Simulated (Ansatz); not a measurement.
`CC(C)=CN` and `C/C(F)=C/N` differ in one atom or group.

Ansatz, PBE0-D4/def2-TZVP geometries, multiplicity 1. Each molecule was computed in one conformer, which needn't be the lowest.

```
                                          property  `CC(C)=CN`
                HOMO energy (PBE0/def2-TZVPP) / eV       -5.52
size of the dipole moment (ωB97M-V/def2-TZVPP) / D        1.18
             HOMO energy (ωB97M-V/def2-TZVPP) / eV       -7.71
               HOMO–LUMO gap (PBE/def2-TZVPP) / eV        4.65
                LUMO energy (PBE0/def2-TZVPP) / eV        1.08
             HOMO–LUMO gap (B3LYP/def2-TZVPP) / eV        6.06
```

Question: What does the change do to each property? (An estimate is asked.)

Answer: Computed: 
```
                                          property  `C/C(F)=C/N`  shift
                HOMO energy (PBE0/def2-TZVPP) / eV         -5.76  -0.24
size of the dipole moment (ωB97M-V/def2-TZVPP) / D          1.74   0.56
             HOMO energy (ωB97M-V/def2-TZVPP) / eV         -7.97  -0.26
               HOMO–LUMO gap (PBE/def2-TZVPP) / eV          4.78   0.13
                LUMO energy (PBE0/def2-TZVPP) / eV          1.10   0.02
             HOMO–LUMO gap (B3LYP/def2-TZVPP) / eV          6.31   0.25
```

Dipoles are sizes alone; their direction can turn.

B3LYP here is the variant with VWN-RPA as its local correlation; programs differ in this.
